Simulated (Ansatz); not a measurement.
A displaced shape of singlet AlH:

```xyz
2

Al   -0.0179   -0.0020   -0.0725
H     0.0484   -0.0116    1.5535
```

It was optimised with HF/def2-SVP in Ansatz (development build ahead of 0.2.0) to forces under 0.001 eV/Å, with restricted orbitals. Each step stands on the lowest determinant of that kind that the program's search found.

What shape does it relax to, and how does the optimisation go?

```json
{"atom": "Al", "x (Å)": "-0.0183", "y (Å)": "-0.0020", "z (Å)": "-0.0817"}
{"atom": "H", "x (Å)": "0.0487", "y (Å)": "-0.0117", "z (Å)": "1.5627"}
```

Bond lengths: Al1–H2 1.646 Å.

| step | E − E(start) (eV) | largest force (eV/Å) |
| --- | --- | --- |
| 1 | 0.0000 | 0.2124 |
| 2 | -0.0019 | 0.0251 |
| 3 | -0.0019 | 0.0000 |

The optimisation ended after 3 steps with its threshold met.
